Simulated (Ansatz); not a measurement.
Basis-set extrapolation for `C=C=CF` (PBE0-D4/def2-TZVP geometry, frozen core, Ansatz 0.2.0). Multiplicity 1, RHF reference.

|  | def2-TZVPP | def2-QZVPP |
| --- | --- | --- |
| HF | -214.794226 | -214.803599 |
| MP2 correlation | -0.713603 | -0.767827 |
| CCSD(T) correlation | -0.768014 | not run |

Energies in hartree. Use E(X) = E(∞) + A·exp(−7.88·√X) for Hartree–Fock and E(X) = E(∞) + B·X^(−2.97) for correlation, with X = 3 and 4, and add CCSD(T) minus MP2 of the smaller set to the MP2 limit.

Question: What is the CCSD(T) energy at the basis-set limit?

Answer: HF limit: -214.803599 + (-0.009373) × 0.13774 = -214.80489. MP2 limit: -0.767827 + (-0.054224) × 0.74074 = -0.80799. Higher-order term: -0.768014 − (-0.713603) = -0.05441. Total: -215.66729 hartree, 275.8 kJ/mol below CCSD(T)/def2-TZVPP.
